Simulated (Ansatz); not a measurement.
Frontier orbitals of F2O.

Bond lengths: F1–O2 1.381 Å, O2–F3 1.381 Å. Angles: F1–O2–F3 103.9°.

The species carries charge 0 and has multiplicity 1. The geometry is a stationary point of PBE0-D4/def2-TZVP. Basis def2-TZVPP, Ansatz.

A caution on the coupled-cluster cation, which keeps the state that its UHF reference found: large T1 diagnostic of the cation; spin contamination of the cation.

Orbital energies of one run (eV). Highest occupied ones, from the top: -12.26, -15.22, -15.26, -15.85, -18.45, -18.95, -20.05, -29.26, -37.42, -40.62, -532.20, -679.96, -679.96. Empty: 0.68, 1.63, 11.83, 12.54, 12.54, 13.37.

Task: Which functional gave them?
A. B97M-V
B. ωB97M-V
C. r2SCAN
D. BLYP

Result: B. HOMO energies: ωB97M-V -12.26, B97M-V -8.14, BLYP -7.40, r2SCAN -7.90 eV.
